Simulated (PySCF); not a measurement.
A GIAO shielding run with PySCF 2.14.0 with density-fitted response routines (density fitting, non-relativistic, gas phase) on `C(C)[PH](=O)CC`, C4H11OP:

```
$ OMP_NUM_THREADS=1 python probes_run.py task.json out

{"job": {"kind": "nmr", "xc": "wB97X-D", "basis": "pcSseg-2", "pop": false}, "charge": 0, "multiplicity": 1}
C     -2.258465     0.328129    -0.141415
C     -1.508578    -0.922267     0.294091
P      0.262182    -0.922871    -0.083255
O      0.969721    -2.179371     0.246993
C      0.964554     0.559656     0.679942
C      2.457067     0.670761     0.402749
H     -1.961770     1.201312     0.442509
H     -3.334708     0.198340    -0.013327
H     -2.079823     0.555161    -1.195775
H     -1.599757    -1.096726     1.370588
H     -1.906430    -1.815280    -0.197295
H      0.271712    -0.581775    -1.464460
H      0.421734     1.435582     0.310748
H      0.771088     0.483232     1.755027
H      2.653424     0.786366    -0.665907
H      2.886018     1.533485     0.915832
H      2.976660    -0.226676     0.740932
```

Hardware: 1 thread of an Arm Neoverse V1, shared host.

**Question.** How large is the calculation?

**Answer.** 58 electrons, 377 basis functions and 1006 auxiliary functions.

**Question.** How long does it take, and how much memory does it need?

**Answer.** 93 s of wall time, with 13 SCF cycles and 6 response iterations; peak memory 1.9 GiB. Times on a shared host scatter by some tens of per cent.

**Question.** And these other runs on the same molecule and hardware: GIAO shielding at B97-2/pcSseg-2; GIAO shielding at KT3/pcSseg-2; GIAO shielding at PBE0/pcSseg-2?

**Answer.** B97-2/pcSseg-2: 377 functions, 65 s; KT3/pcSseg-2: 377 functions, 99 s; PBE0/pcSseg-2: 377 functions, 82 s.
